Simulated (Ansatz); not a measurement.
C₃H₆N₂, SMILES `C=NC(C)=N`, relaxed with RKS PBE-D4/def2-SVP in Ansatz from a rough embedded geometry. The force threshold is 0.03 eV/Å; the program also tests the step.

The species carries charge 0 and has multiplicity 1.

Start:

```xyz
11

C    -1.492   -0.593   -0.585
N    -1.109    0.183    0.294
C     0.187    0.598    0.173
C     1.242   -0.374    0.704
N     0.405    1.764   -0.278
H    -0.863   -0.940   -1.492
H    -2.546   -0.994   -0.631
H     0.945   -0.896    1.576
H     1.504   -1.108   -0.144
H     2.209    0.207    0.855
H    -0.483    2.153   -0.471
```

| step | energy (eV) | largest force (eV/Å) | largest move (Å) |
| --- | --- | --- | --- |
| 1 | -6175.1572 | 4.597 | 0.000 |
| 2 | -6175.5499 | 1.239 | 0.079 |
| 3 | -6175.5855 | 0.852 | 0.169 |
| 4 | -6175.5983 | 0.519 | 0.200 |
| 5 | -6175.6358 | 0.267 | 0.112 |
| 6 | -6175.6434 | 0.135 | 0.045 |
| 7 | -6175.6483 | 0.148 | 0.136 |
| 8 | -6175.6499 | 0.243 | 0.086 |
| 9 | -6175.6515 | 0.081 | 0.019 |
| 10 | -6175.6520 | 0.069 | 0.022 |
| 11 | -6175.6528 | 0.038 | 0.043 |
| 12 | -6175.6529 | 0.051 | 0.026 |
| 13 | -6175.6530 | 0.022 | 0.006 |

End:

```xyz
11

C    -1.623   -0.594   -0.755
N    -1.022   -0.151    0.280
C     0.229    0.488    0.200
C     1.368   -0.326    0.759
N     0.410    1.694   -0.210
H    -1.190   -0.549   -1.783
H    -2.633   -1.039   -0.651
H     1.143   -0.642    1.798
H     1.515   -1.251    0.163
H     2.291    0.280    0.739
H    -0.489    2.091   -0.538
```

Hardware: 4 threads of an Intel Xeon 6975P-C on a shared host. Wall time 7.5 s, peak host memory 0.21 GiB.
